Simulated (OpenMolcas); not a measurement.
**C3H4O (SMILES CC=C=O) at 6 levels**

Aim: a comparison of 6 runs (B3LYP/6-31G*, BHLYP/cc-pVDZ, M06-2X/cc-pVDZ, PBE/cc-pVDZ, SVWN5/cc-pVDZ) of C3H4O. 

The results are computed with OpenMolcas 26.06.

## 1. Starting point

C3H4O has 8 atoms, charge 0, and is taken as a singlet. SMILES: `CC=C=O`. The shape is that of a PBE0-D4/def2-TZVP optimisation.

Bond lengths: C1–C2 1.502 Å, C2–C3 1.308 Å, C3–O4 1.160 Å, C1–H5 1.093 Å, C1–H6 1.093 Å, C1–H7 1.090 Å, C2–H8 1.084 Å. Angles: C1–C2–C3 123.5°, C2–C3–O4 179.9°, C1–C2–H8 121.0°, C3–C2–H8 115.6°, C2–C1–H5 111.1°, C2–C1–H6 111.1°, C2–C1–H7 111.3°, H5–C1–H6 107.9°, H5–C1–H7 107.7°, H6–C1–H7 107.7°.

## 2. Energy and forces at B3LYP/6-31G(d) (spherical functions) (run 1)

input.xyz

```xyz
8

C     -0.527260     0.797080    -0.183660
C     -0.086970    -0.563690     0.274760
C      1.122630    -1.027770     0.097370
O      2.196540    -1.437400    -0.061070
H     -1.351730     0.723880    -0.897750
H     -0.866500     1.405090     0.659100
H      0.287360     1.332930    -0.671970
H     -0.774070    -1.230150     0.783200
```

job.inp

```
* C3H4O Kohn-Sham DFT
&GATEWAY
BasLib
$CurrDir
Coord
input.xyz
Basis
6-31Gs
Group
NoSym
&SEWARD
GridInput
Grid=UltraFine
End of Grid
&SCF
KSDFT
B3LYP
Thresholds
1e-10 1e-07 1e-07 1e-05
PrOrbitals
1
&ALASKA
```

The basis set 6-31G* is read from a file made from the Basis Set Exchange's data (not shown).

Command:

```console
$ export MOLCAS_MEM=1860
$ pymolcas job.inp > job.log
```

Output:

```text
--- Start Module: gateway ---
[...]
--- Stop Module: gateway /rc=_RC_ALL_IS_WELL_ ---
[...]
      Basis functions           64
[...]
--- Start Module: scf ---
[...]
       Convergence after  16 Iterations
[...]
::    Total KS-DFT energy                            -191.9088893768
[...]
      Total spin, S                                     0.0000000000
[...]
      Total electronic charge=   30.000000
      Total            charge=   -0.000000
[...]
      Dipole Moment (debye):
      Origin of the operator (angstrom)=    0.6873   -0.5404    0.0206
                   X= -1.5566E+00               Y=  7.3283E-01               Z=  1.6842E-01           Total=  1.7287E+00
      Quadrupole Moment (debye*angstrom):
[...]
--- Stop Module: scf /rc=_RC_ALL_IS_WELL_ ---
[...]
--- Start Module: alaska ---
[...]
 *              Molecular gradients               *
 **************************************************
  Irreducible representation: a
 ------------------------------------------------------------------------------------------
                              X                       Y                       Z
 ------------------------------------------------------------------------------------------
  C1                1.32027720545347E-03   -2.64751396233365E-03    7.40212700231169E-04
  C2                6.38984121793307E-03    1.83958925601657E-03   -2.81927123793624E-03
  C3                1.71905535022141E-02   -6.67821334748386E-03   -2.48688145623910E-03
  O4               -2.87895859857805E-02    1.10776555502881E-02    4.20316046177360E-03
  H5                2.16888668809245E-03   -4.18987260576303E-04    1.71208974274784E-03
  H6                1.09320834386906E-03   -1.91367579113999E-03   -1.70887830610145E-03
  H7               -1.54492641646220E-03   -1.63015395859500E-03    1.20033974942380E-03
  H8                2.17174544467147E-03    3.71299513836298E-04   -8.40771653900285E-04
[...]
--- Stop Module: alaska /rc=_RC_ALL_IS_WELL_ ---
[...]
```

Run time: 22 s. Hardware: 1 thread of Arm Neoverse V2, shared host; peak memory 0.4 GiB.

## 3. Energy and forces at B3LYP/6-31G(d) (Cartesian functions) (run 2)

mol.xyz

```xyz
8

C     -0.527260     0.797080    -0.183660
C     -0.086970    -0.563690     0.274760
C      1.122630    -1.027770     0.097370
O      2.196540    -1.437400    -0.061070
H     -1.351730     0.723880    -0.897750
H     -0.866500     1.405090     0.659100
H      0.287360     1.332930    -0.671970
H     -0.774070    -1.230150     0.783200
```

run.inp

```
&gateway
  baslib=$CurrDir
  coord=mol.xyz
  basis=6-31Gs
  group=NoSym

&seward
  gridinput
  Grid=UltraFine
  End of Grid

&scf
  ksdft=B3LYP
  thresholds=1e-10 1e-07 1e-07 1e-05
  prorbitals=0

&alaska
```

The basis set 6-31G* is read from a file made from the Basis Set Exchange's data (not shown).

Command:

```console
$ export MOLCAS_MEM=1860
$ pymolcas run.inp > run.log
```

Output:

```text
--- Start Module: gateway ---
[...]
--- Stop Module: gateway /rc=_RC_ALL_IS_WELL_ ---
[...]
      Basis functions           68
[...]
--- Start Module: scf ---
[...]
       Convergence after  16 Iterations
[...]
::    Total KS-DFT energy                            -191.9124419943
[...]
      Total spin, S                                     0.0000000000
[...]
      Total electronic charge=   30.000000
      Total            charge=   -0.000000
[...]
      Dipole Moment (debye):
      Origin of the operator (angstrom)=    0.6873   -0.5404    0.0206
                   X= -1.5638E+00               Y=  7.3641E-01               Z=  1.6910E-01           Total=  1.7367E+00
      Quadrupole Moment (debye*angstrom):
[...]
--- Stop Module: scf /rc=_RC_ALL_IS_WELL_ ---
[...]
--- Start Module: alaska ---
[...]
 *              Molecular gradients               *
 **************************************************
  Irreducible representation: a
 ------------------------------------------------------------------------------------------
                              X                       Y                       Z
 ------------------------------------------------------------------------------------------
  C1                1.27520912200207E-03   -2.56119954839651E-03    7.16696054706700E-04
  C2                6.17359399464235E-03    1.79043174688776E-03   -2.72992645407655E-03
  C3                1.68772180352041E-02   -6.57607907478741E-03   -2.43274142347838E-03
  O4               -2.81454171878579E-02    1.08505555270257E-02    4.09984032580413E-03
  H5                2.12417417650945E-03   -4.14689725335440E-04    1.67151186506276E-03
  H6                1.07393152684510E-03   -1.87352871021829E-03   -1.66778312260485E-03
  H7               -1.50574284345195E-03   -1.60253934814247E-03    1.17597992541518E-03
  H8                2.12703317602925E-03    3.87049132922979E-04   -8.33577170851418E-04
[...]
--- Stop Module: alaska /rc=_RC_ALL_IS_WELL_ ---
[...]
```

Run time: 23 s. Hardware: 1 thread of Arm Neoverse V2, shared host; peak memory 0.41 GiB.

Runs 3 to 5 aren't shown in full; the table further down has their settings and results.

## 4. Energy and forces at SVWN5/cc-pVDZ (run 6)

job.inp

```
* C3H4O Kohn-Sham DFT
&GATEWAY
BasLib
$CurrDir
BasisSet
C.cc-pVDZ....
C1 -0.527260 0.797080 -0.183660 angstrom
C2 -0.086970 -0.563690 0.274760 angstrom
C3 1.122630 -1.027770 0.097370 angstrom
End of Basis
BasisSet
O.cc-pVDZ....
O4 2.196540 -1.437400 -0.061070 angstrom
End of Basis
BasisSet
H.cc-pVDZ....
H5 -1.351730 0.723880 -0.897750 angstrom
H6 -0.866500 1.405090 0.659100 angstrom
H7 0.287360 1.332930 -0.671970 angstrom
H8 -0.774070 -1.230150 0.783200 angstrom
End of Basis
&SEWARD
GridInput
Grid=UltraFine
End of Grid
&SCF
KSDFT
SVWN5
Thresholds
1e-10 1e-07 1e-07 1e-05
PrOrbitals
1 2
&ALASKA
```

The basis set cc-pVDZ is read from a file made from the Basis Set Exchange's data (not shown).

Command:

```console
$ export MOLCAS_MEM=1860
$ pymolcas job.inp > job.log
```

Output:

```text
--- Start Module: gateway ---
[...]
--- Stop Module: gateway /rc=_RC_ALL_IS_WELL_ ---
[...]
      Basis functions           76
[...]
--- Start Module: scf ---
[...]
       Convergence after  16 Iterations
[...]
::    Total KS-DFT energy                            -190.2920728728
[...]
      Total spin, S                                     0.0000000000
[...]
      Total electronic charge=   30.000000
      Total            charge=   -0.000000
[...]
      Dipole Moment (debye):
      Origin of the operator (angstrom)=    0.6873   -0.5404    0.0206
                   X= -1.3914E+00               Y=  7.0942E-01               Z=  1.2659E-01           Total=  1.5669E+00
      Quadrupole Moment (debye*angstrom):
[...]
--- Stop Module: scf /rc=_RC_ALL_IS_WELL_ ---
[...]
--- Start Module: alaska ---
[...]
 *              Molecular gradients               *
 **************************************************
  Irreducible representation: a
 ------------------------------------------------------------------------------------------
                              X                       Y                       Z
 ------------------------------------------------------------------------------------------
  C1               -4.37216759073245E-03    1.42717815012947E-02   -4.88881976206490E-03
  C2                4.72704618515873E-03   -1.46459581378328E-02    4.93434089651101E-03
  C3                1.42039522298640E-02   -5.48549958185296E-03   -2.07071224638722E-03
  O4               -2.81148078222166E-02    1.07652271201903E-02    4.12844902359799E-03
  H5                9.45568324994017E-03    4.13200775461902E-04    8.16058068926839E-03
  H6                3.98533205480334E-03   -7.25161773980165E-03   -9.35755070045152E-03
  H7               -8.99611052750826E-03   -6.17673894373461E-03    5.51093489152898E-03
  H8                9.11107222045882E-03    8.10960500628033E-03   -6.41722279203716E-03
[...]
--- Stop Module: alaska /rc=_RC_ALL_IS_WELL_ ---
[...]
```

It took 20 s on 1 thread of Arm Neoverse V2, shared host; peak memory 0.43 GiB.

## 5. All runs side by side

| run | level | Cartesian functions | energy (Eh) | dipole moment (D) | HOMO energy (eV) | LUMO energy (eV) | wall time |
| --- | --- | --- | --- | --- | --- | --- | --- |
| 1 | B3LYP/6-31G* (spherical functions) | no | -191.908889 | 1.73 | -6.04 | -0.70 | 22 s |
| 2 | B3LYP/6-31G* (Cartesian functions) | yes | -191.912442 | 1.74 | -6.05 | -0.70 | 23 s |
| 3 | BHLYP/cc-pVDZ | no | -191.810613 | 1.77 | -7.52 | 0.69 | 27 s |
| 4 | M06-2X/cc-pVDZ | no | -191.843348 | 1.67 | -7.58 | 0.54 | 39 s |
| 5 | PBE/cc-pVDZ | no | -191.691554 | 1.47 | -5.09 | -1.67 | 30 s |
| 6 | SVWN5/cc-pVDZ | no | -190.292073 | 1.57 | -5.23 | -1.90 | 20 s |

## 6. What came out

| quantity | value |
| --- | --- |
| run 6: total energy | -190.29207 Eh |
| run 6: dipole moment | 1.57 D |
| run 6: HOMO energy | -5.23 eV |
| run 6: LUMO energy | -1.90 eV |
| run 6: HOMO–LUMO gap | 3.33 eV |
| run 6: largest force on an atom | 1.563 eV/Å |

**Reading.** The dipole moment (its size) runs from 1.47 D (PBE/cc-pVDZ) to 1.77 D (BHLYP/cc-pVDZ). The HOMO–LUMO gap runs from 3.33 eV (SVWN5/cc-pVDZ) to 8.22 eV (BHLYP/cc-pVDZ). Totals of different functionals can't be ranked against each other. All runs together took 2.7 min, the longest 39 s.
